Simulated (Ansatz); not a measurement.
Ideal-gas functions of BFHS (`F[B]S`) radical at 800 K and 1 bar, from an Ansatz frequency run at PBE0-D4/def2-TZVP.

Molar mass 62.89 g/mol, point group Cs (symmetry number 1), electronic degeneracy 2, moments of inertia 5.749, 95.24, 100.989 u Å². Harmonic wavenumbers (cm⁻¹, unscaled): 337, 418, 743, 872, 1348, 2724.

Use S(trans) = R[1.5 ln M + 2.5 ln T − 1.1517]; rotational temperatures θ = 24.2544 K / I; S(rot) = R[ln(√π/σ · √(T³/θAθBθC)) + 1.5]; for each mode x = 1.438777 ν̃/T, S = R[x/(eˣ − 1) − ln(1 − e⁻ˣ)] and H = RT x/(eˣ − 1); 1 cm⁻¹ = 0.0119627 kJ/mol; R = 8.31446 J/(mol·K).

Task: By hand: the entropy, in J/(mol·K).

Result: Translation 181.0. Rotation: θ = 4.2189, 0.2547, 0.2402 K, giving 106.2. Vibration, mode by mode: 12.60, 10.88, 6.50, 5.38, 2.73, 0.37, in all 38.5. Electronic 5.8. Sum 331.5 J/(mol·K).

Task: By hand: H − E and G − E in kJ/mol, counted from the electronic energy.

Result: Zero-point energy ½ × 6442 × 0.0119627 = 38.5; thermal vibration 17.0; translation, rotation and pV give 4 RT = 26.6. H − E = 82.1 kJ/mol, and G − E = 82.1 − 800 × 331.5/1000 = -183.1 kJ/mol.

Vibration gives 12 % of the entropy. The sum counts one conformer and one mirror image; others add a mixing term.
